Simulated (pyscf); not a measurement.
Thermochemistry of product channels of •H₂C–C≡N (SMILES [CH2]C#N) on the doublet surface, in kcal/mol, from CCSD(T)/def2-TZVPP + ΔMP2(QZVPP) energies (ideal gas, 1 atm, RRHO with modes under 100 cm⁻¹ raised to 100, one conformer, R ln 2 for rigid chiral ones). Single points on ωB97X-D3(BJ)/def2-SVP structures (PySCF, gas phase). MP2 and CC: frozen core, UHF for open shells. ΔMP2 is the change of the MP2 total energy from the triple- to the quadruple-zeta basis.

```
products                                                ΔE  ΔH(298 K)  ΔG(298 K)  ΔG(1200 K)
--------------------------------------------------  ------  ---------  ---------  ----------
•HC=C=NH (SMILES [CH]=C=N)                           +33.1      +32.5      +32.3       +30.7
CH₂ (SMILES [CH2]) [triplet] + •C≡N (SMILES [C]#N)  +140.4     +136.4     +125.8       +93.2
•C≡C–NH₂ (SMILES [C]#CN)                             +61.7      +62.8      +62.5       +61.9
C₂H₂N (SMILES [C]1=NC1) [doublet]                    +50.7      +51.0      +50.8       +50.8
```

These are energies of the channels, which say nothing of barriers. The CCSD(T) − MP2 part came from Ansatz, without density fitting, on the same reference. An open-shell T1 diagnostic exceeds 0.045. A UHF reference is spin-contaminated (<S²> up to 1.14), which harms MP2 most.
